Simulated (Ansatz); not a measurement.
**SiHO (sextet): from Hartree-Fock to the top rungs, def2-TZVPP**

The task here is to estimate one member of a computed series from the others.

Computed with Ansatz 0.2.0, Gaussian basis. Level: def2-TZVPP, core rule «outside noble gas», up to 6 orbitals frozen.

The runs, in order: UHF; ROHF; CCSD(T) on UHF.

## The geometry

The geometry is a PBE0/def2-TZVP stationary point (not a proven minimum) of the parent state, kept for this charge and spin.

3 atoms, charge 0, spin multiplicity 6.

Atoms are counted from 1 here; the program's logs count them from 0.

Bond lengths: Si1–O2 1.728 Å, Si1–H3 1.496 Å. Angles: O2–Si1–H3 115.5°.

The first run:

Input file in.yaml:

```yaml
crystal:
  periodic: [false, false, false]
  atoms:
    - {symbol: Si, position_ang: [0.000000, -0.094440, 0.592147]}
    - {symbol: O, position_ang: [0.000000, 0.091474, -1.126196]}
    - {symbol: H, position_ang: [0.000000, 1.179495, 1.376770]}
basis:
  gaussian: {orbitals: def2-TZVPP}
magnetization: {spin_polarized: true, initial_magnetization: 5}
hamiltonian: {xc: hf}
output: {orbitals: {seedname: orbitals}}
```

Started as:

```
> ansatz run in.yaml --threads 1 --pin off --events-out ev --progress --plain --max-ram 2816MiB --backend cpu
```

Steps of the session up to this table: UHF; ROHF; CCSD(T) on UHF.

One of the session's tables, all rows but one given; the rest of the session is left out.

It belongs to the step «Misses and costs». 

| method | from UCCSD(T) (kcal/mol) |
| --- | --- |
| ROHF | +166.82 |
| UHF | +161.40 |
| UMP2 | +26.38 |
| UCCSD | ? |
| UCCSD(T) | 0 |

Q: Estimate the row for UCCSD from the others.

As computed: from UCCSD(T) (kcal/mol): +4.78. In the column «from UCCSD(T) (kcal/mol)» it lies between UCCSD(T) (0) and UMP2 (+26.38).
